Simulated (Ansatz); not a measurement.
We consider zinc-blende BP, described by PBEsol (Ansatz, a program for electronic structure, plane waves, PAW).

Total energies, extrapolated to zero smearing (they compare only within this program, potentials and cutoff; free atoms with spin allowed, lowest state found):

| system | energy (eV/atom) |
|---|---|
| zinc-blende BP, relaxed | -446.7956 |
| free B atom | -145.9927 |
| free P atom | -736.1366 |

Work out the cohesive energy per atom.

E_coh = [1 × (-145.9927) + 1 × (-736.1366)]/2 − (-446.7956) = 5.73 eV/atom. The reference value is 5.14 eV/atom (measured, static lattice: zero-point vibration energy added, our sources range from 5.14 to 5.20; as tabulated in Mejia-Rodriguez and Trickey (2018), arXiv:1807.09216), a difference of +0.59 eV/atom.

The PAW data were made under PBE.
